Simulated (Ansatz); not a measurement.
A structure relaxed at PBE0-D4/def2-TZVP, charge 0, multiplicity 1:

Cartesian coordinates in Å:
```
S -0.7524 0.8930 -1.7568
Al 0.0054 0.0736 0.1134
S 0.6704 -1.9995 0.0513
H -0.9992 2.0895 -1.1955
H 0.0690 0.9306 1.4345
H 1.0068 -1.9872 1.3530
```

Question: Give its formula and SMILES.

Answer: AlH3S2, `[SH][AlH][SH]`.

Question: Point group (tolerance 0.08 Å, 0.16 Å for H)?

Answer: C2v.

Question: Summarise the bond lengths by kind.

Answer: 2 × Al–S 2.178 Å; 2 × H–S 1.344 Å; 1 × Al–H 1.576 Å.

Results of the Gaussian-basis code of Ansatz.
